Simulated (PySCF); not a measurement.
Species: C2H5B.
SMILES: `C(B)=C`

The closed-shell ground state was solved at several levels (PySCF, density fitting, gas phase, non-relativistic). Isolated species at its GFN2-xTB geometry, gas phase.

| level | basis functions | total energy (Eh) | HOMO (eV) | LUMO (eV) | gap (eV) | dipole (D) |
| --- | --- | --- | --- | --- | --- | --- |
| PBE0/pcSseg-1 | 76 | -103.8645 | -8.49 | -2.09 | 6.40 | 1.27 |
| PBE0/def2-SVPD | 100 | -103.8047 | -8.51 | -2.11 | 6.40 | 1.27 |
| B3LYP/pcJ-1 | 131 | -104.0390 | -8.23 | -2.29 | 5.94 | 1.30 |

**Question.** What might CAM-B3LYP/def2-SVPD (100 basis functions) give for the same quantities?

**Answer.** Total energy -103.8761 Eh, HOMO -9.80 eV, LUMO -0.97 eV, gap 8.83 eV, dipole 1.21 D.

**Question.** Over all these levels, which gives the widest orbital gap and which the narrowest?

**Answer.** CAM-B3LYP/def2-SVPD (range-separated hybrid) has the widest, 8.83 eV, and B3LYP/pcJ-1 (global hybrid, 20 % exact exchange) the narrowest, 5.94 eV. Functional and basis both differ between the two, so the spread mixes both effects.

**Question.** How far do the dipole and the HOMO energy spread over the levels?

**Answer.** The dipole runs from 1.21 to 1.30 D (mean 1.26 D) and the HOMO from -9.80 to -8.23 eV.
